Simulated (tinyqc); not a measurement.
Inside a calculation. Method: Pariser-Parr-Pople SCF with singles CI, for the molecule NC1=C(Cl)C=C1 (SMILES; centres numbered as the heavy atoms are written). Computed by tinyqc, a small Python program that keeps every step. Settings: charge = 0, gamma = MN, start = huckel, damping = 0, iteration cap = 60, excitations kept = 4. Command: `OMP_NUM_THREADS=1 python tinyqc.py 25165 25166 out.jsonl` (the two numbers bound the seeds that draw the settings). One thread of a shared host (Intel(R) Xeon(R) Processor @ 2.60GHz), about 0.03 s of CPU time with the checks. Later iterations appear only in the table of the cycle.

## PPP integrals

Centres (angstrom, eV; a flat drawing with bonds scaled to 1.40 angstrom):
```
centre          x          y  core charge z          W   gamma_rr
1N      -1.690000  -1.127000              2  26.820000  16.280000
2C      -0.700000  -0.137000              1   9.740000  11.700000
3C       0.700000  -0.137000              1   9.740000  11.700000
4Cl      1.690000  -1.127000              2  23.220000  12.380000
5C       0.700000   1.263000              1   9.740000  11.700000
6C      -0.700000   1.263000              1   9.740000  11.700000
```

Resonance integrals (eV):
```
i  j       beta
1  2  -2.270000
2  3  -2.390000
3  4  -1.570000
3  5  -2.390000
5  6  -2.390000
6  2  -2.390000
```

Mataga-Nishimoto: gamma = 14.399645/(R + a), a = 2 x 14.399645/(gamma_rr + gamma_ss); H_rr = -W_r - sum_(s != r) z_s gamma_rs; H_rs = beta for bonds.

repulsion gamma_rs (eV):
```
            1N         2C         3C        4Cl         5C         6C
1N   16.280000   5.927359   3.981972   3.283946   3.265780   3.981972
2C    5.927359  11.700000   5.473612   3.806497   4.484979   5.473612
3C    3.981972   5.473612  11.700000   5.546741   5.473612   4.484979
4Cl   3.283946   3.806497   5.546741  12.380000   3.806497   3.146807
5C    3.265780   4.484979   5.473612   3.806497  11.700000   5.473612
6C    3.981972   5.473612   4.484979   3.146807   5.473612  11.700000
```

core matrix H (eV):
```
             1N          2C          3C         4Cl          5C          6C
1N   -50.544974   -2.270000    0.000000    0.000000    0.000000    0.000000
2C    -2.270000  -44.639916   -2.390000    0.000000    0.000000   -2.390000
3C     0.000000   -2.390000  -44.229629   -1.570000   -2.390000    0.000000
4Cl    0.000000    0.000000   -1.570000  -46.094434    0.000000    0.000000
5C     0.000000    0.000000   -2.390000    0.000000  -39.316758   -2.390000
6C     0.000000   -2.390000    0.000000    0.000000   -2.390000  -39.429761
```

## Starting guess

pi electrons, sum of z_r less the charge = 8

Orbitals of the Hueckel matrix of the beta values.

P at the start:
```
            1N         2C         3C        4Cl         5C         6C
1N    1.065230   0.833444   0.148238  -0.303384  -0.384837  -0.197485
2C    0.833444   1.013379   0.262493   0.102526  -0.051851   0.472323
3C    0.148238   0.262493   1.336878   0.320338   0.701144  -0.448795
4Cl  -0.303384   0.102526   0.320338   1.785673  -0.397341   0.140246
5C   -0.384837  -0.051851   0.701144  -0.397341   1.200948   0.399186
6C   -0.197485   0.472323  -0.448795   0.140246   0.399186   1.597893
```

## Iteration 1: Fock matrix

F_rr = H_rr + P_rr gamma_rr / 2 + sum_(s != r) P_ss gamma_rs; F_rs = H_rs - P_rs gamma_rs / 2; E = tr P (H + F) / 2 + core repulsion sum_(r<s) z_r z_s gamma_rs.

F (eV):
```
             1N         2C         3C         4Cl         5C         6C
1N   -14.395087  -4.740062  -0.295139    0.498148   0.628396   0.393189
2C    -4.740062  -4.150469  -3.108393   -0.195132   0.116274  -3.682656
3C    -0.295139  -3.108393  -2.975631   -2.458415  -4.308895   1.006418
4Cl    0.498148  -0.195132  -2.458415  -10.670558   0.756238  -0.220664
5C     0.628396   0.116274  -4.308895    0.756238  -1.406468  -3.482495
6C     0.393189  -3.682656   1.006418   -0.220664  -3.482495  -2.104970
```

pi energy = -108.064224 eV

## Iteration 1: orbitals and new P

Diagonalise F (the basis is taken as orthonormal) and form P = 2 sum c c over the lowest orbitals.

orbital energies (eV): -16.473524  -11.646336  -8.292811  -3.675084  -1.319568  5.704141

P after iteration 1:
```
            1N        2C         3C        4Cl         5C         6C
1N    1.831591  0.418033   0.066499  -0.058195  -0.224465  -0.274795
2C    0.418033  0.872120   0.069798   0.088422   0.265360   0.851932
3C    0.066499  0.069798   1.362327   0.168846   0.848311  -0.333594
4Cl  -0.058195  0.088422   0.168846   1.945091  -0.258803   0.010516
5C   -0.224465  0.265360   0.848311  -0.258803   0.756929   0.183046
6C   -0.274795  0.851932  -0.333594   0.010516   0.183046   1.231943
```

## Iteration 2: Fock matrix

As before.

F (eV):
```
             1N         2C         3C         4Cl         5C         6C
1N   -11.276614  -3.508917  -0.132398    0.095554   0.366526   0.547112
2C    -3.508917  -3.682699  -2.581023   -0.168288  -0.595067  -4.721574
3C    -0.132398  -2.581023  -3.735740   -2.038271  -4.711662   0.748082
4Cl    0.095554  -0.168288  -2.038271  -10.405347   0.492566  -0.016546
5C     0.366526  -0.595067  -4.711662    0.492566  -3.391703  -2.890962
6C     0.547112  -4.721574   0.748082   -0.016546  -2.890962  -3.781939
```

pi energy = -114.380322 eV

## Iteration 2: orbitals and new P

As before.

orbital energies (eV): -13.218133  -11.248049  -9.715489  -5.489029  -0.799760  4.196419

P after iteration 2:
```
            1N        2C         3C        4Cl         5C         6C
1N    1.860314  0.389808   0.078571  -0.042223  -0.162482  -0.271208
2C    0.389808  0.839333   0.021069   0.069361   0.198994   0.881693
3C    0.078571  0.021069   1.163190   0.183589   0.930503  -0.259250
4Cl  -0.042223  0.069361   0.183589   1.955004  -0.218328   0.001066
5C   -0.162482  0.198994   0.930503  -0.218328   0.922670   0.120490
6C   -0.271208  0.881693  -0.259250   0.001066   0.120490   1.259489
```

## Convergence

Stop when output and input P, before any damping, agree to 1e-7.

Course of the cycle:
```
iteration         E (eV)  largest |P(out) - P(in)|
1          -108.06422427                  7.66e-01
2          -114.38032184                  1.99e-01
3          -114.68393091                  6.81e-02
4          -114.76737408                  4.62e-02
5          -114.80012409                  3.03e-02
6          -114.81322742                  1.91e-02
7          -114.81838474                  1.20e-02
8          -114.82039100                  7.43e-03
9          -114.82116589                  4.61e-03
10         -114.82146397                  2.85e-03
11         -114.82157837                  1.77e-03
...                  ...                       ...
22         -114.82164940                  8.93e-06
23         -114.82164940                  5.52e-06
24         -114.82164941                  3.42e-06
25         -114.82164941                  2.11e-06
26         -114.82164941                  1.31e-06
27         -114.82164941                  8.08e-07
28         -114.82164941                  5.00e-07
29         -114.82164941                  3.09e-07
30         -114.82164941                  1.91e-07
31         -114.82164941                  1.18e-07
32         -114.82164941                  7.31e-08
```

Converged in 32 iterations.

## Converged orbitals

Charges are z - P_rr.

orbital energies (eV): -12.990428  -11.609612  -9.770217  -5.904653  -0.603791  4.073524

coefficients:
```
          MO1        MO2        MO3        MO4        MO5        MO6
1N   0.689045  -0.472390  -0.452479  -0.213070  -0.196260   0.115802
2C   0.474124  -0.080176   0.247748   0.442450   0.510280  -0.501250
3C   0.318671   0.291181   0.319657  -0.480944   0.491399   0.488571
4Cl  0.282411   0.812461  -0.458925   0.164231  -0.129360  -0.076381
5C   0.222607   0.158151   0.479543  -0.449768  -0.504606  -0.488421
6C   0.263746   0.023004   0.437184   0.546141  -0.433891   0.502243
```

pi charges: 1N 0.103856, 2C 0.023276, 3C -0.039651, 4Cl 0.045136, 5C -0.013635, 6C -0.118982

## Singles CI, singlets

Over the 4 single excitations with the smallest orbital gaps: A = (e_a - e_i) delta + 2 (ia|jb) - (ij|ab), with (pq|rs) = sum c_mp c_mq gamma_mn c_nr c_ns. f = 2/3 w |mu|^2 in atomic units, mu = sqrt2 sum c_ia sum_m c_mi c_ma R_m.

singlet CI matrix (eV):
```
           4>5        3>5        4>6        2>5
4>5   1.208553   0.001068  -0.064646   0.154846
3>5   0.001068   5.924339  -1.353480   0.143453
4>6  -0.064646  -1.353480   6.810757  -0.344802
2>5   0.154846   0.143453  -0.344802   7.025589
```

singlet excitation energies (eV): 1.203824  4.939960  6.886735  7.938718

oscillator strengths: 0.002217  0.033163  0.162050  1.397488

## Singles CI, triplets

Over the 4 single excitations with the smallest orbital gaps: A = (e_a - e_i) delta - (ij|ab), with (pq|rs) = sum c_mp c_mq gamma_mn c_nr c_ns.

triplet CI matrix (eV):
```
           4>5        3>5       4>6        2>5
4>5  -1.160310   0.081076  0.090799   0.538230
3>5   0.081076   3.448344  1.385501  -0.505404
4>6   0.090799   1.385501  3.416381   0.336562
2>5   0.538230  -0.505404  0.336562   6.366758
```

triplet excitation energies (eV): -1.201785  1.967648  4.813197  6.492113
